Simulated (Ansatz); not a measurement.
Born–Oppenheimer molecular dynamics of C2H7B (10 atoms, charge 0, multiplicity 1). It starts from a relaxed structure.

All numbers below come from Ansatz 0.2.0, RKS B3LYP-D4/6-31G*.

```
ensemble                      : NVE (velocity Verlet)
time step                     : 0.5 fs
steps asked                   : 250
starting velocities drawn for : 500 K
seed                          : 929373
```

Frames 2.5 fs apart, positions in Å.

Velocities at 40.0 fs (Å/ps):

```
B -1.49 -1.06 -2.71
H 1.76 7.00 -17.88
C 1.26 -0.49 -0.33
H 7.73 2.94 17.59
H -0.44 0.63 9.02
H -21.88 -6.50 -3.76
C 1.70 0.28 0.60
H 3.98 13.07 2.11
H -1.94 -10.65 2.36
H -8.50 7.40 16.47
```

```xyz
10
Properties=species:S:1:pos:R:3 time_fs=40.0 energy_less_start_eV=0.402 T=114
B -0.009 -0.134 -0.074
H -0.009 -0.478 1.039
C 1.396 0.076 -0.799
H 2.014 -0.860 -0.571
H 1.388 -0.061 -1.863
H 1.889 0.966 -0.464
C -1.390 0.049 -0.785
H -1.921 -0.865 -0.557
H -2.077 0.887 -0.541
H -1.261 0.112 -1.831
10
Properties=species:S:1:pos:R:3 time_fs=42.5 energy_less_start_eV=0.263 T=248
B -0.011 -0.133 -0.084
H -0.002 -0.469 1.029
C 1.398 0.067 -0.799
H 2.028 -0.816 -0.512
H 1.377 -0.034 -1.874
H 1.858 0.975 -0.467
C -1.385 0.051 -0.782
H -1.932 -0.852 -0.549
H -2.070 0.857 -0.520
H -1.278 0.130 -1.843
10
Properties=species:S:1:pos:R:3 time_fs=45.0 energy_less_start_eV=0.157 T=349
B -0.011 -0.128 -0.096
H 0.006 -0.472 1.075
C 1.397 0.046 -0.796
H 2.044 -0.729 -0.436
H 1.354 0.032 -1.919
H 1.858 1.017 -0.462
C -1.381 0.052 -0.779
H -1.971 -0.871 -0.544
H -2.053 0.842 -0.464
H -1.294 0.144 -1.910
10
Properties=species:S:1:pos:R:3 time_fs=47.5 energy_less_start_eV=0.227 T=283
B -0.006 -0.122 -0.105
H 0.013 -0.465 1.107
C 1.392 0.029 -0.796
H 2.099 -0.667 -0.355
H 1.340 0.103 -1.920
H 1.841 1.030 -0.470
C -1.380 0.049 -0.785
H -1.998 -0.872 -0.554
H -2.031 0.854 -0.384
H -1.320 0.150 -1.920
10
Properties=species:S:1:pos:R:3 time_fs=50.0 energy_less_start_eV=0.215 T=294
B 0.001 -0.117 -0.106
H 0.016 -0.436 1.086
C 1.386 0.019 -0.798
H 2.169 -0.633 -0.305
H 1.348 0.145 -1.872
H 1.790 1.000 -0.489
C -1.385 0.044 -0.796
H -1.996 -0.843 -0.581
H -1.984 0.862 -0.308
H -1.357 0.157 -1.864
10
Properties=species:S:1:pos:R:3 time_fs=52.5 energy_less_start_eV=0.265 T=246
B 0.008 -0.115 -0.103
H 0.013 -0.389 1.037
C 1.384 0.013 -0.793
H 2.203 -0.595 -0.324
H 1.379 0.142 -1.851
H 1.724 0.988 -0.492
C -1.392 0.040 -0.803
H -1.992 -0.824 -0.605
H -1.910 0.852 -0.259
H -1.399 0.186 -1.845
10
Properties=species:S:1:pos:R:3 time_fs=55.0 energy_less_start_eV=0.173 T=334
B 0.015 -0.116 -0.103
H 0.006 -0.341 1.033
C 1.385 0.007 -0.784
H 2.203 -0.562 -0.392
H 1.423 0.096 -1.887
H 1.664 1.038 -0.464
C -1.397 0.038 -0.803
H -2.015 -0.849 -0.613
H -1.842 0.843 -0.231
H -1.438 0.243 -1.900
10
Properties=species:S:1:pos:R:3 time_fs=57.5 energy_less_start_eV=0.272 T=239
B 0.017 -0.121 -0.109
H -0.004 -0.298 1.091
C 1.387 0.008 -0.778
H 2.226 -0.569 -0.451
H 1.463 0.025 -1.907
H 1.604 1.091 -0.431
C -1.399 0.036 -0.805
H -2.040 -0.875 -0.612
H -1.812 0.859 -0.206
H -1.467 0.304 -1.920
10
Properties=species:S:1:pos:R:3 time_fs=60.0 energy_less_start_eV=0.291 T=220
B 0.016 -0.132 -0.116
H -0.016 -0.253 1.140
C 1.391 0.018 -0.779
H 2.273 -0.601 -0.469
H 1.477 -0.042 -1.875
H 1.548 1.088 -0.424
C -1.400 0.033 -0.809
H -2.039 -0.855 -0.615
H -1.816 0.877 -0.192
H -1.480 0.344 -1.859
10
Properties=species:S:1:pos:R:3 time_fs=62.5 energy_less_start_eV=0.359 T=156
B 0.011 -0.146 -0.119
H -0.025 -0.207 1.127
C 1.402 0.029 -0.782
H 2.280 -0.602 -0.452
H 1.461 -0.081 -1.842
H 1.518 1.051 -0.445
C -1.401 0.034 -0.809
H -2.031 -0.813 -0.620
H -1.837 0.864 -0.201
H -1.479 0.368 -1.799
10
Properties=species:S:1:pos:R:3 time_fs=65.0 energy_less_start_eV=0.214 T=294
B 0.003 -0.163 -0.117
H -0.031 -0.171 1.067
C 1.415 0.032 -0.784
H 2.239 -0.560 -0.404
H 1.425 -0.089 -1.865
H 1.531 1.058 -0.476
C -1.398 0.039 -0.799
H -2.052 -0.804 -0.622
H -1.866 0.830 -0.217
H -1.467 0.393 -1.829
10
Properties=species:S:1:pos:R:3 time_fs=67.5 energy_less_start_eV=0.275 T=237
B -0.003 -0.177 -0.118
H -0.034 -0.159 1.036
C 1.423 0.029 -0.786
H 2.211 -0.518 -0.325
H 1.388 -0.073 -1.904
H 1.580 1.115 -0.514
C -1.395 0.047 -0.789
H -2.089 -0.825 -0.632
H -1.910 0.814 -0.214
H -1.442 0.393 -1.880
```

Of the whole run (125 fs, mean temperature of the second half 253 K): The conserved energy stayed within 0.4 meV per atom of its start (net change 0.29 meV per atom), so the integration is sound. The temperature averaged 0.51 of the 500 K drawn at the start: a run that starts near a minimum puts about half its kinetic energy into the potential. A run of 0.12 ps of so small a system gives no equilibrium averages.

Time of the run: 7.2 min on 1 thread of Arm Neoverse V1 (shared host), peak memory 0.11 GiB.
